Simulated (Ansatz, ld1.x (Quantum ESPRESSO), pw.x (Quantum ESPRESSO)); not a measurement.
## silver (Ag): one change to the TM potential, in the atom and in the fcc crystal

- Element: Ag (Z = 47)
- Generator: ld1.x (Quantum ESPRESSO) 7.5
- Type: norm-conserving Troullier–Martins (Kleinman–Bylander form)
- Functional: PBE
- Relativity: scalar-relativistic
- Frozen core: [Kr]
- Valence charge: 11
- Reference configuration: 4d9 5s2 5p0
- Partial waves: 5s (bound): rc 2.55 bohr; 4d (bound): rc 1.70 bohr; 5p (bound, empty): rc 3.65 bohr
- Local potential: the p channel
- Core correction: none

Change: all radii scaled by about 0.81 (s 2.06, p 2.94, d 1.38 bohr).

Cutoffs, loose and tight: the cutoffs (Ry, on a coarse ladder) from which the occupation-weighted sum of valence levels, in a spherical-Bessel basis at the reference potential, stays within 10 and 1 mRy of its value at 400 Ry. They do not see the model core or the augmentation charge, which bear on the density cutoff. Test errors are all-electron minus pseudo excitation energies from the reference, over the configurations 4d10 5s1 5p0; 4d10 5s0 5p0; 4d9 5s0 5p0; 4d7 5s0 5p0; 4d8 5s0 5p0; 4d9 5s1 5p1; 4d9 5s1 5p0; variants that change the core or the reference have their own tests.

Crystal test: fcc Ag in pw.x 7.5, no spin, 14³ k-points, Fermi–Dirac smearing 0.01 Ry, cutoffs set for each file from its atomic test. The reference is all-electron LAPW (Ansatz 0.2.0) with the same functional, mesh and smearing; V0 and B0 come from Birch–Murnaghan fits to the pressures at five volumes. Errors are pseudo minus all-electron; Δ is the rms difference of the E(V) curves that follow from these fits, minima aligned, over ±6 % about the mean V0. Mesh and smearing are coarse, so the numbers serve the comparison and aren't converged zero-temperature values; the lattice is a test structure that the element need not adopt.

All-electron: a0 = 4.149 Å (V0 = 17.85 Å³/atom), B0 = 90.5 GPa.

**Question.** Does the change bring the crystal closer to the all-electron result?

**Answer.** The mean pressure error goes from -1.12 to +5.62 GPa, so the change moves the solid further from the all-electron pressures.

| quantity | base | changed |
| --- | --- | --- |
| outcome (atom) | generated | generated |
| cutoff, loose (atom) | 70 Ry | 80 Ry |
| cutoff, tight (atom) | 100 Ry | 110 Ry |
| bound ghosts (atom) | none | none |
| largest test error (meV) (atom) | -205 over the solved tests; 2 of 7 tests not solved or not reliable | -205 over the solved tests; 1 of 7 tests not solved or not reliable |
| cutoffs in pw.x (Ry) | 120/480 | 135/540 |
| a0 (Å) | 4.133 | – |
| a0 error (%) | -0.39 | – |
| B0 error (%) | +11.9 | – |
| Δ (meV/atom) | 4.3 | – |
| mean pressure error (GPa) | -1.12 | +5.62 |

A dash: not determined, or the minimum lies outside the volumes sampled.

Base: The largest radius (3.65 bohr) exceeds half the bond length (2.77 bohr), so the spheres overlap, which is one possible source of error among others. This is a poor potential for the solid. Atomic configuration tests: 2 of 7 tests not solved or not reliable. The logarithmic derivative shows an extra or strongly shifted pseudo pole above the reference energy (s near 0.43 Ry). Changed file: The largest radius (2.94 bohr) exceeds half the bond length (2.77 bohr), so the spheres overlap, which is one possible source of error among others. This is a poor potential for the solid. Atomic configuration tests: 1 of 7 tests not solved or not reliable. The atomic cutoffs weigh occupied waves only.
